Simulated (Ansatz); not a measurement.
**BNHS (doublet): wave-function methods side by side at angle N2–B1–H4 = 138.8°, cc-pVDZ**

An exercise on one series of results from a longer session: the logs are not shown, and one member is left open.

Program: Ansatz 0.2.0, Gaussian basis. Level of theory: cc-pVDZ, core rule «outside noble gas», up to 7 orbitals frozen. These are calculated values, not measurements.

The runs, in order: UHF; CCSD(T) on ROHF; CCSD(T) on UHF; BCCD(T) on ROHF; CISD; CCSDT(Q) on ROHF; CCSDT(Q) on UHF; CASSCF and MRCISD+Q, 3 electrons in 3 orbitals; CASSCF and NEVPT2, 3 electrons in 3 orbitals.

12 further runs of the same task are left out: 1 for a mislabelled method, 9 that didn't finish, 2 set aside as unsound or not needed.

## The geometry

The geometry derives from a PBE0/def2-TZVP stationary point (not a proven minimum). One angle is set to the value named; bond lengths are kept.

4 atoms, charge 0, spin multiplicity 2.

Atoms are counted from 1 here; the program's logs count them from 0.

Bond lengths: B1–N2 1.256 Å, B1–H4 1.170 Å, N2–S3 1.585 Å. Angles: N2–B1–H4 138.8°, B1–N2–S3 180.0°.

Set-up of the first run:

in.yaml

```yaml
crystal:
  periodic: [false, false, false]
  atoms:
    - {symbol: B, position_ang: [-0.463235, 0.000000, 0.684915]}
    - {symbol: N, position_ang: [-0.021427, 0.000000, -0.490495]}
    - {symbol: S, position_ang: [0.536312, 0.000000, -1.974337]}
    - {symbol: H, position_ang: [-0.051650, 0.000000, 1.779917]}
basis:
  gaussian: {orbitals: cc-pVDZ}
magnetization: {spin_polarized: true, initial_magnetization: 1}
hamiltonian: {xc: hf}
output: {orbitals: {seedname: orbitals}}
```

Run with:

```sh
$ ansatz run in.yaml --threads 1 --pin off --events-out ev --progress --plain --max-ram 2393MiB
```

Steps of the session up to this table: UHF; CCSD(T) on ROHF; CCSD(T) on UHF; BCCD(T) on ROHF; CISD; CCSDT(Q) on ROHF; CCSDT(Q) on UHF; CASSCF and MRCISD+Q, 3 electrons in 3 orbitals; CASSCF and NEVPT2, 3 electrons in 3 orbitals.

One table of the session follows, with a row left open; its other results are not shown here.

It belongs to the step «Misses and costs». 

| method | from UCCSDT(Q) (kcal/mol) |
| --- | --- |
| ROHF | +252.14 |
| UHF | +248.97 |
| RMP2 | +26.45 |
| UMP2 | ? |
| CISD | +37.96 |
| RCCSD | +11.58 |
| UCCSD | +11.58 |
| RCCSD(T) | +1.62 |
| UCCSD(T) | +1.76 |
| BCCD(T) | +1.67 |
| RCCSDT | +1.08 |
| UCCSDT | +1.08 |
| RCCSDT(Q) | +0.13 |
| UCCSDT(Q) | 0 |
| CASSCF pair | +234.87 |
| NEVPT2 pair | +26.95 |
| MRCISD pair | +33.07 |
| MRCISD+Q pair | +6.89 |

Q: Estimate the row for UMP2 from the others.

The run gave: from UCCSDT(Q) (kcal/mol): +28.52. In the column «from UCCSDT(Q) (kcal/mol)» it lies between NEVPT2 pair (+26.95) and MRCISD pair (+33.07).

To keep in mind: Restricted and unrestricted rows rest on different reference determinants; where their highest levels disagree by more than a few hundredths of an eV, they describe different states and don't form one ladder.
